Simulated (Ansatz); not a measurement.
For cubic perovskite KTaO3, PBE-D3(BJ) (Ansatz, a quantum-chemistry and plane-wave program, plane waves, PAW) gives:

equilibrium lattice constant a: 4.004 Å
bulk modulus B0: 195 GPa

Q: What does PBE0 (Ansatz, PAW) give for the same quantities?

A: 
- lattice constant a: 3.986 Å (drops by 0.4 %)
- bulk modulus: 213 GPa (increases by 9.2 %)

For comparison: bulk modulus 220 GPa (measured, temperature not stated, no zero-point or thermal correction; as tabulated in Tinte et al. (1998), arXiv:cond-mat/9809379).

Changes are worked out from the printed values.

Unless a cell is named, each level is at its own relaxed cell (PBE-D3(BJ) 12.84, PBE0 12.66 Å³/atom).

Levels without +SOC leave out spin–orbit coupling, which shifts energies and cells of such heavy elements.

Ansatz's density-functional and Hartree–Fock values are scalar-relativistic unless marked +SOC, with PAW data made under PBE.
